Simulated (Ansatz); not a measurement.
A made-up structure of SiHSO, doublet:

O1  (-0.150, 0.111, 0.004)
Si2  (-1.564, -0.135, 0.500)
S3  (1.073, -1.082, 0.073)
H4  (0.198, 0.928, -0.386)
(Å)

It is relaxed with PBE-D4/def2-SVP and then PBE0-D4/def2-TZVP (Ansatz 0.2.0). Atoms count as bonded within 1.22 times the sum of their covalent radii (H–H: 0.88 Å). The end point is not checked to be a true minimum.

Task: Does its bonding change? (A judgement: the text doesn't fix the answer.)

Result: Computed: No: no bond forms or breaks.

Where it ends: The first stage lowers the energy by 1.26 eV in 7 steps. It ends as SiHSO ([Si][OH][S]):
O1  (-0.122, 0.147, -0.016)
Si2  (-1.712, -0.133, 0.542)
S3  (1.184, -1.159, 0.068)
H4  (0.207, 0.967, -0.402)
(Å)

Labels in which every atom is bracketed show which atoms are joined, not bond orders.

For scale, one of the runs: PBE0-D4/def2-TZVP relaxation, 111 basis functions, launched by `ansatz run in.yaml --threads 2 --pin off --events-out ev --progress --plain --max-ram 4352MiB`. Hardware: 2 CPU threads of an AMD EPYC 9R45, shared host. Wall time about 17 s.
